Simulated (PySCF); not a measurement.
## Working out the ionisation energy of C

C [He] 2s2 2p2 (3P) → C⁺ [He] 2s2 2p1 (2P). Calculation: PySCF 2.14, in cc-pVTZ (4s3p2d1f, 30 functions); no relativity, point nucleus. Frozen: 1s2. Energies in hartree (1 hartree = 27.21139 eV):

| part | C (lower) | C⁺ (upper) |
| --- | --- | --- |
| UHF | -37.691569 | -37.294746 |
| CCSD correlation | -0.087156 | -0.074521 |
| (T) | -0.002037 | -0.001148 |

Question: What does Hartree-Fock give?

Answer: (-37.294746) − (-37.691569) = 0.396823 hartree = 10.798 eV.

Question: What do CCSD and CCSD(T) give?

Answer: The CCSD correlation energies differ by 0.012635 hartree = 0.344 eV and the triples by 0.000889 hartree = 0.024 eV, so CCSD gives 11.142 eV and CCSD(T) 11.166 eV.

Measured between the centres of the two terms (NIST): 11.262 eV, so CCSD(T) (valence) is off by -0.096 eV.

What remains against the reference includes basis incompleteness, the frozen core and higher excitations.
